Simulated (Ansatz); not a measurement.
Two shapes of singlet C3H3(+).

Shape 1:

```xyz
6

C     0.7875    0.0000    0.0000
C    -0.3937    0.6820    0.0000
C    -0.3937   -0.6820    0.0000
H     1.8815    0.0000    0.0000
H    -0.9407    1.6294    0.0000
H    -0.9407   -1.6294    0.0000
```

Shape 2:

```xyz
6

C     0.7245    0.0000    0.0000
C    -0.3622    0.6274    0.0000
C    -0.3622   -0.6274    0.0000
H     1.7310    0.0000    0.0000
H    -0.8655    1.4991    0.0000
H    -0.8655   -1.4991    0.0000
```

Basis set: 6-31G* (spherical functions). Correlated methods keep 3 orbitals frozen. Charge 1, multiplicity 1.

Computed with Ansatz (development build ahead of 0.2.0); each method stands on the lowest determinant of its kind that the runs found.

Q: Which shape is lower in energy, and by how much in each method?

A:

| method | E(2) − E(1) (eV) |
| --- | --- |
| RHF | 1.083 |
| RHF-MP2 | 1.511 |

Shape 1 is lower. Caution: no unrestricted run beside it, a lower state can exist.
